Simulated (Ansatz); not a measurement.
What does this script print? It uses the Python package of Ansatz (0.2.0).

Script `run_torsion.py`:
```python
import ansatz
from ase import Atoms

BASIS = 'cc-pVDZ'
FUNCTIONAL = 'pbe0'
FMAX = 0.02
METHOD = 'MP2'

atoms = Atoms(['C', 'S', 'C', 'N', 'O', 'H', 'H', 'H', 'H', 'H'], positions=[
    (0.3673, -0.4268, 1.6292),
    (-0.0806, -1.2435, 0.0807),
    (-0.2491, 0.1002, -1.0094),
    (-0.4242, -0.067, -2.2356),
    (-0.037, 1.352, -0.6103),
    (0.4411, -1.1, 2.4171),
    (1.2799, 0.1798, 1.5214),
    (-0.4494, 0.3184, 1.8903),
    (-0.595, -1.0752, -2.3211),
    (-0.1699, 1.9109, -1.3593),
])

first = (
    ansatz.Crystal.molecule_from_ase(atoms).calculation()
    .basis(gaussian=BASIS)
    .functional(FUNCTIONAL)
    .relax(force_tolerance=FMAX, max_steps=80)
)
atoms.positions = first.run(threads=1, backend='cpu').report['positions_ang']

start = atoms.get_dihedral(1, 2, 4, 9)
energies = {}
for turn in range(0, 360, 40):
    turned = atoms.copy()
    turned.set_dihedral(1, 2, 4, 9, start + turn, indices=[4, 9])
    job = ansatz.Crystal.molecule_from_ase(turned).calculation()
    job = job.basis(gaussian=BASIS)
    job = job.correlation(METHOD)
    energies[round((start + turn) % 360)] = job.run(threads=1, backend='cpu').report['free_energy_ev']
floor = min(energies.values())
print('dihedral S1-C2-O4-H9 (deg)   E - E(min) (kJ/mol)')
for angle, e in sorted(energies.items()):
    print(f'{angle:8d} {96.485332 * (e - floor):14.3f}  ' + '#' * int(30 * (e - floor) / max(max(energies.values()) - floor, 1e-9)))
```

Output of `python run_torsion.py`:
```text
dihedral S1-C2-O4-H9 (deg)   E - E(min) (kJ/mol)
      20         43.844  ############################
      60         45.825  #############################
     100         43.360  ###########################
     140         18.113  ###########
     180          0.000
     220         18.543  ###########
     260         43.789  ############################
     300         46.474  ##############################
     340         44.448  ############################
```

Notes:
- The scan is rigid and the energies are electronic, in a modest basis. With rigid groups the curve can differ much from the relaxed path, the start wasn't checked as a minimum of this torsion, and equivalent turns needn't return to the same energy.
- The start is relaxed with a density functional and scanned with the wavefunction method, so it isn't exactly that method's minimum.
- The whole script took 54 s on 1 thread of Arm Neoverse V2 (shared host), peak memory 0.28 GiB.
